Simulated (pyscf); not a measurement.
Optimised with ωB97X-D3(BJ)/def2-SVP in PySCF. Correlated levels are frozen-core, on RHF or UHF. ΔMP2 is the change of the MP2 total energy from the triple- to the quadruple-zeta basis.

SMILES: [OH][Bi]([SH])[OH]
```xyz
7

O     -1.2409    -2.1328     0.6670
Bi    -0.5011    -0.2504     0.1759
O      1.3494    -0.9676    -0.4440
S     -1.5521    -0.2714    -2.1150
H     -0.5769    -2.7907     0.4135
H      1.3071    -1.1979    -1.3831
H     -2.0116    -1.5140    -1.8649
```

Q: How much does it cost (ΔH, 298 K, CCSD(T)/def2-TZVPP + ΔMP2(QZVPP)) to split HO–Bi(OH)–SH (SMILES [OH][Bi]([OH])[SH]) at its Bi–S bond into HO–Bi•–OH + SH•?

A: Bi–S to HO–Bi•–OH + SH•: 62.8 kcal/mol. Other isomers of HO–Bi•–OH were not searched in full and may lie lower. The CCSD(T) − MP2 part came from Ansatz, without density fitting, on the same reference. The frozen core leaves the outer d or s,p core shells of the metals and heavy elements correlated in the MP2 and CC values, and def2-TZVPP describes them poorly, which can shift differences by a few kcal/mol. Left out: the spin-orbit lowering of SH. Elements past Kr carry the def2 core potentials, without spin-orbit coupling.
